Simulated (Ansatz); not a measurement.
**Computed against measured: atomisation enthalpy at 298 K**

6 molecules of light elements (H to F); the atomisation enthalpy at 298 K in kJ/mol, computed less measured. Shapes, held fixed at every level: PBE0-D4/def2-TZVP. Flexible molecules stand in one conformer, not always the lowest. Thermal terms are harmonic and unscaled (PBE0-D4/def2-TZVP); the spin-orbit lowering of the free atoms is taken from their spectra. Programs: Ansatz 0.2.0. Measured values: Active Thermochemical Tables, CRC Handbook of Chemistry and Physics.

Levels: A = SPW92/def2-TZVPP; B = PBE-D4/def2-TZVPP; C = CCSD(T)/def2-SVP; D = CCSD(T)/def2-TZVPP.

```csv
molecule,from tabulated heats,A,B,C,D
HCN (hydrogen cyanide),1278,+197,+54,-81,-50
N2H (dinitrogen monohydride),913,+227,+94,-101,-54
CH2O2 (formic acid),2030,+400,+89,-118,-67
C4H8 (SMILES C/C=C/C),4623,+625,+88,-179,-109
C4H8 (SMILES C/C=C\C),4619,+625,+88,-182,-110
"C3H8O2 (1,3-propanediol)",4801,+758,+96,-254,-133
```

Problem. Sum up the errors.

Solution. 
```json
{"level": "SPW92/def2-TZVPP", "kind": "LDA", "mean error": "+472.0", "mean absolute error": "472.0", "worst case": "C3H8O2"}
{"level": "PBE-D4/def2-TZVPP", "kind": "GGA", "mean error": "+84.8", "mean absolute error": "84.8", "worst case": "C3H8O2"}
{"level": "CCSD(T)/def2-SVP", "kind": "coupled cluster or CI", "mean error": "-152.5", "mean absolute error": "152.5", "worst case": "C3H8O2"}
{"level": "CCSD(T)/def2-TZVPP", "kind": "coupled cluster or CI", "mean error": "-87.2", "mean absolute error": "87.2", "worst case": "C3H8O2"}
```

On this set PBE-D4/def2-TZVPP has the smallest mean absolute error and SPW92/def2-TZVPP the largest. SPW92/def2-TZVPP is too high in 6 of 6; PBE-D4/def2-TZVPP is too high in 6 of 6; CCSD(T)/def2-SVP is too low in 6 of 6; CCSD(T)/def2-TZVPP is too low in 6 of 6. Heats of the atoms come from ATcT where it has them. The levels differ in basis as well as in method. The smallest two are near a tie. For SPW92/def2-TZVPP and CCSD(T)/def2-SVP and CCSD(T)/def2-TZVPP the error tends to grow with the atomisation enthalpy. Correlated wave functions converge slowly with the basis. T1 is large for N2H (0.040), so single-reference values are less sure there. Spin contamination: N2H (⟨S²⟩ up to 0.85). Open shells run unrestricted. The set is small.
